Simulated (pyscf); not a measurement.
silanone (O=SiH₂) + hydrogen (H₂) → silanone (O=SiH₂) + hydrogen (H₂) (four-centre exchange; singlet surface; H–Si, H–H broken, H–Si, H–H formed). Optimised with ωB97X-D3(BJ)/def2-SVP in PySCF. Energies in kcal/mol from the separated reactants.

```
level                   barrier  reaction energy
----------------------  -------  ---------------
PBE/def2-TZVP               ___              0.0
r²SCAN/def2-TZVP           28.2              0.0
PBE0-D3(BJ)/def2-TZVP      28.5              0.0
M06-2X/def2-TZVP           35.5              0.0
ωB97M-D3(BJ)/def2-TZVP     33.8              0.0
HF/def2-TZVP                ___              0.0
```

Q: Complete the blanks.

A: 
- PBE/def2-TZVP, barrier: 27.3
- HF/def2-TZVP, barrier: 46.5

The functionals in the table span 8.2 kcal/mol in this barrier, from PBE to M06-2X. At the saddle there is also a short H–Si contact that neither side keeps. The same reactants have a lower exit, to HO–SiH₃ (barrier +19.2 kcal/mol at ωB97M-D3(BJ)/def2-TZVP, against +33.8 kcal/mol here). This is the saddle that the search found; another between the same sides may lie lower.
